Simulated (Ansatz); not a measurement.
Basis-set extrapolation for disiloxane (PBE0-D4/def2-TZVP geometry, frozen core, Ansatz). Multiplicity 1, RHF reference.

```csv
,def2-TZVPP,def2-QZVPP
HF,-656.367077,-656.390270
MP2 correlation,-0.490220,-0.528405
CCSD(T) correlation,-0.550062,not run
```

Energies in hartree. Use E(X) = E(∞) + A·exp(−7.88·√X) for Hartree–Fock and E(X) = E(∞) + B·X^(−2.97) for correlation, with X = 3 and 4, and add CCSD(T) minus MP2 of the smaller set to the MP2 limit.

Task: What is the CCSD(T) energy at the basis-set limit?

Result: HF limit: -656.390270 + (-0.023193) × 0.13774 = -656.39346. MP2 limit: -0.528405 + (-0.038185) × 0.74074 = -0.55669. Higher-order term: -0.550062 − (-0.490220) = -0.05984. Total: -657.00999 hartree, 243.8 kJ/mol below CCSD(T)/def2-TZVPP.
